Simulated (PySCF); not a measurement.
Vibration and rotation of B2

ROHF constants of B2, ³Σg⁻ (triplet), unpaired electrons π ↑↑ (B 6-31G(d,p); no relativity (PySCF 2.14); masses 11.0093 and 11.0093 u):

```
ωe              : 1585.3 cm⁻¹
ωexe            : 5.78 cm⁻¹
Be              : 1.473 cm⁻¹
αe              : 0.00926 cm⁻¹
D (centrifugal) : 5.09e-06 cm⁻¹
De to B + B     : -4.42 eV
```

Question: Give the vibrational terms G(v) and spacings up to v = 6.

Answer: G(v) = ωe(v+½) − ωexe(v+½)².

```json
{"v": "0", "G(v) (cm⁻¹)": "791", "G(v) − G(v−1)": "", "Bv (cm⁻¹)": "1.468"}
{"v": "1", "G(v) (cm⁻¹)": "2365", "G(v) − G(v−1)": "1574", "Bv (cm⁻¹)": "1.459"}
{"v": "2", "G(v) (cm⁻¹)": "3927", "G(v) − G(v−1)": "1562", "Bv (cm⁻¹)": "1.450"}
{"v": "3", "G(v) (cm⁻¹)": "5478", "G(v) − G(v−1)": "1551", "Bv (cm⁻¹)": "1.441"}
{"v": "4", "G(v) (cm⁻¹)": "7017", "G(v) − G(v−1)": "1539", "Bv (cm⁻¹)": "1.431"}
{"v": "5", "G(v) (cm⁻¹)": "8544", "G(v) − G(v−1)": "1528", "Bv (cm⁻¹)": "1.422"}
{"v": "6", "G(v) (cm⁻¹)": "10060", "G(v) − G(v−1)": "1516", "Bv (cm⁻¹)": "1.413"}
```

UHF is strongly spin-contaminated for B2, so the ROHF reference used there is far from stable. Hartree–Fock leaves out correlation, which carries a large part of most bond energies and some tenths to 1 eV of ionisation energies. A negative De means that the minimum lies above the separated atoms at that level. The state is the lowest determinant that a PBE0 search found; another state may lie lower at other levels.
